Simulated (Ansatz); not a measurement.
Born–Oppenheimer molecular dynamics of C₄H₉NO (15 atoms, charge 0, multiplicity 1). It starts from a relaxed structure.

Level of theory: UKS B3LYP-D4/STO-3G (Ansatz).

```json
{
  "ensemble": "NVT, Langevin thermostat",
  "time step": "0.5 fs",
  "steps asked": "138",
  "set temperature": "300 K",
  "friction": "0.5 /fs",
  "seed": "502402"
}
```

First frame:

```xyz
15
Properties=species:S:1:pos:R:3
C -0.388 -0.376 1.773
C 0.077 -0.202 0.323
C 1.234 -1.091 -0.139
C -0.539 0.705 -0.478
N -0.132 1.142 -1.829
O -1.667 1.434 -0.014
H 0.459 -0.275 2.473
H -0.832 -1.374 1.933
H -1.145 0.385 2.020
H 1.409 -1.020 -1.224
H 2.175 -0.821 0.375
H 1.026 -2.148 0.098
H 0.805 0.707 -2.041
H -0.792 0.697 -2.528
H -1.711 2.186 -0.712
```

(1) What does the run give?

(2) What happens to the structure?

(3) How do temperature and energy run in time?

Answers

(1) All steps were run.

* steps done: 138
* time covered: 69 fs
* mean temperature over the second half: 280 K
* spread of the potential energy over the second half: 6.2 meV per atom
* mean potential energy of the second half above the start: 23.9 meV per atom

A run of 0.069 ps of so small a system gives no equilibrium averages. The friction is so strong that the motion is overdamped, so the time scale means little. Limits of this set-up: minimal basis.

(2) The same pairs are bonded in the first frame and the last. Pairs count as bonded within 1.25 times the sum of covalent radii (0.12 Å more for H–H). The details hang on the random start.

(3) 
```json
{"time (fs)": "0.0", "T (K)": "280", "potential energy less start (eV)": "0.000"}
{"time (fs)": "5.5", "T (K)": "288", "potential energy less start (eV)": "0.345"}
{"time (fs)": "11.0", "T (K)": "260", "potential energy less start (eV)": "0.396"}
{"time (fs)": "16.5", "T (K)": "341", "potential energy less start (eV)": "0.355"}
{"time (fs)": "22.0", "T (K)": "276", "potential energy less start (eV)": "0.248"}
{"time (fs)": "27.5", "T (K)": "243", "potential energy less start (eV)": "0.462"}
{"time (fs)": "33.0", "T (K)": "318", "potential energy less start (eV)": "0.343"}
{"time (fs)": "38.5", "T (K)": "164", "potential energy less start (eV)": "0.293"}
{"time (fs)": "44.0", "T (K)": "234", "potential energy less start (eV)": "0.299"}
{"time (fs)": "49.5", "T (K)": "281", "potential energy less start (eV)": "0.282"}
{"time (fs)": "55.0", "T (K)": "384", "potential energy less start (eV)": "0.374"}
{"time (fs)": "60.5", "T (K)": "315", "potential energy less start (eV)": "0.416"}
{"time (fs)": "66.0", "T (K)": "253", "potential energy less start (eV)": "0.472"}
```

The run took 8.9 min on 1 thread of Intel(R) Xeon(R) Platinum 8375C CPU @ 2.90GHz (Ice Lake) (shared host), peak memory 0.16 GiB.
